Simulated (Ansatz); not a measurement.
Cost and result for the atomization energy of C5H10O2 (`CCOC(=O)CC`) (17 atoms, 16 bonds).

Cartesian coordinates in Å:
```
C -0.990 -2.047 1.454
C -0.969 -1.811 -0.036
O 0.137 -0.984 -0.419
C -0.048 0.341 -0.330
O -1.074 0.851 0.036
C 1.190 1.083 -0.751
C 1.037 2.586 -0.666
H -0.048 -2.485 1.791
H -1.159 -1.113 1.991
H -1.798 -2.738 1.708
H -1.895 -1.341 -0.372
H -0.819 -2.742 -0.584
H 1.436 0.758 -1.767
H 2.014 0.724 -0.125
H 0.222 2.933 -1.303
H 0.808 2.900 0.353
H 1.956 3.083 -0.981
```

Total charge 0; spin multiplicity 1. The structure was optimised at the PBE0-D4/def2-TZVP level. It is one conformer, not always the lowest. Program: Ansatz. All runs use 2 threads of an AMD EPYC 7R13 on a shared host and a share of an NVIDIA H100 80 GB. Times are those of one run each, without the atoms' runs, and a repeat can differ threefold. Electronic energies, without spin–orbit coupling; frozen cores. CCSD(T)/CBS adds CCSD(T) − MP2 in def2-TZVPP to the MP2 limit, and its time is that of the two runs behind it. T1 = 0.013. B3LYP takes the VWN-RPA correlation (the form of Gaussian; ORCA's B3LYP/G).

CCSD(T)/CBS is a level of theory with its own doubt, some kJ/mol a heavy atom from the limit and from the frozen cores, so smaller differences don't rank the functionals.

| level | functions | wall time |
| --- | --- | --- |
| PBE-D4/def2-TZVPP (with forces) | 357 | 8.5 s |
| PBE0-D4/def2-TZVPP | 357 | 8.5 s |
| B2PLYP/def2-TZVPP | 357 | 11 s |
| MP2/def2-QZVPP | 699 | 13 s |
| B3LYP-D4/def2-TZVPP (with forces) | 357 | 14 s |
| r2SCAN-D4/def2-TZVPP (with forces) | 357 | 15 s |
| ωB97M-V/def2-TZVPP (with forces) | 357 | 15 s |
| ωB97X-V/def2-TZVPP | 357 | 22 s |
| CCSD(T)/def2-TZVPP | 357 | 30 s |
| CCSD(T)/CBS(def2) | – | 43 s |

**Question.** What atomization energy does each give, and how far from CCSD(T)/CBS? (Estimate.)

**Answer.** Ansatz gave: 
| level | atomization (kJ/mol) | difference from CCSD(T)/CBS | per bond |
| --- | --- | --- | --- |
| PBE-D4/def2-TZVPP (with forces) | 7211.3 | 190.4 | 11.9 |
| PBE0-D4/def2-TZVPP | 7072.0 | 51.1 | 3.2 |
| B2PLYP/def2-TZVPP | 6963.0 | -57.9 | -3.6 |
| MP2/def2-QZVPP | 7077.6 | 56.7 | 3.5 |
| B3LYP-D4/def2-TZVPP (with forces) | 7026.8 | 5.9 | 0.4 |
| r2SCAN-D4/def2-TZVPP (with forces) | 7055.7 | 34.8 | 2.2 |
| ωB97M-V/def2-TZVPP (with forces) | 7047.7 | 26.8 | 1.7 |
| ωB97X-V/def2-TZVPP | 7039.5 | 18.6 | 1.2 |
| CCSD(T)/def2-TZVPP | 6859.6 | -161.3 | -10.1 |
| CCSD(T)/CBS(def2) | 7020.9 | 0.0 | 0.0 |

The D4 term adds +49.5 kJ/mol with B3LYP and +26.4 kJ/mol with PBE0; it sums over pairs of atoms, weighted by their polarisabilities, and B3LYP, whose exchange is more repulsive, gets the larger term. From PBE to PBE0 (25 % exact exchange), in def2-TZVPP and without D4, the atomization energy moves by −134.2 kJ/mol: exact exchange takes away binding that semilocal exchange gives to molecules. In def2-TZVPP, CCSD(T) changes the Hartree–Fock value by +1717.9 kJ/mol (the triples alone add +105.2 kJ/mol) and MP2 by +1841.2 kJ/mol; breaking electron pairs costs correlation energy, which Hartree–Fock lacks.
